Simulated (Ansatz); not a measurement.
## Four-centre ligand exchange

Start structure (AlH₄F, closed shell), relaxed at PBE0-D4/def2-TZVP:

```
6
angstrom
Al 0.0279 -0.6502 0.1381
H 1.3929 -0.0427 -0.4731
H -0.9490 -1.4164 -0.8465
H -0.0630 -0.8355 1.7092
H 0.2112 1.6015 -0.4372
F -0.6201 1.3434 -0.0904
```

The step: AlH₃ + HF → AlH₂F ([F][AlH2]) + H₂; bonds formed: H2–H5; dative contacts that become bonds: Al1–F6; bonds broken: Al1–H2, H5–F6. Computed with Ansatz 0.2.0 (basis: def2-TZVPP and def2-QZVPP); correlated methods freeze the cores. Extrapolation: Hartree–Fock as exp(−7.88 √X), correlation as X^−2.97. Energies below are by CCSD(T) at an estimated basis limit (MP2 extrapolated from triple and quadruple zeta, plus CCSD(T) − MP2 in triple zeta).

Question: What are the electronic barrier and the energy of the step, from the start structure to the end structure? (To be estimated.)

Answer: Computed: Barrier 9.5 kJ/mol; step energy -141.8 kJ/mol (downhill); reverse barrier, their difference, 151.3 kJ/mol. Barrier and step energy count from the start structure, the reverse barrier from the end structure.

The saddle point: One imaginary mode of 361i cm⁻¹.
| pair | start (Å) | saddle (Å) | end (Å) |
| --- | --- | --- | --- |
| Al1–F6 | 2.11 | 1.99 | 1.65 |
| H2–H5 | 2.03 | 1.31 | 0.76 |
| Al1–H2 | 1.61 | 1.68 | 2.26 |
| H5–F6 | 0.94 | 1.02 | 2.88 |

Zero-point energy (harmonic, PBE0-D4): ZPE is 82.4 kJ/mol at the start and 79.8 kJ/mol at the saddle, so the barrier goes from 9.5 to 7.0 kJ/mol.

No T1 diagnostic of these runs exceeds 0.012.

Labels in which every atom is bracketed show which atoms are joined, not bond orders.

For scale, one of the runs: CCSD(T)/def2-TZVPP, 129 basis functions (an equivalent command: `ansatz run in.yaml --threads 2`). The run took 4.5 s on 2 CPU threads (shared host), with 0.6 GiB of host memory at its peak.
